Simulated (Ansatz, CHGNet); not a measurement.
Equilibrium volume per atom (Å³/atom) of solids drawn from the class of tetrahedrally bonded semiconductors and semimetals, at two levels: the machine-learned potential CHGNet 0.3.0 (trained on PBE and PBE+U data), and r²SCAN (plane waves, PAW; Ansatz, a quantum-chemistry and plane-wave program).

```json
[
 {"solid": "wurtzite GaN", "CHGNet 0.3.0": "11.67", "r²SCAN": "11.37", "shift (%)": "-2.6"},
 {"solid": "wurtzite AlN", "CHGNet 0.3.0": "10.63", "r²SCAN": "10.40", "shift (%)": "-2.2"},
 {"solid": "2H-SiC", "CHGNet 0.3.0": "10.51", "r²SCAN": "10.34", "shift (%)": "-1.6"},
 {"solid": "wurtzite BN (high-pressure phase)", "CHGNet 0.3.0": "5.97", "r²SCAN": "5.90", "shift (%)": "-1.2"},
 {"solid": "wurtzite ZnO", "CHGNet 0.3.0": "12.40", "r²SCAN": "11.81", "shift (%)": "-4.8"},
 {"solid": "wurtzite CdSe", "CHGNet 0.3.0": "29.95", "r²SCAN": "28.87", "shift (%)": "-3.6"},
 {"solid": "wurtzite CdS", "CHGNet 0.3.0": "26.23", "r²SCAN": "25.40", "shift (%)": "-3.2"}
]
```

The shifts run from -4.8 % to -1.2 %, with a median of -2.6 %.

Over all 7 rows r²SCAN is the larger in 0.

Ansatz's runs of these crystals have no spin polarisation.

Ansatz's density-functional and Hartree–Fock values are scalar-relativistic unless marked +SOC, with PAW data made under PBE.
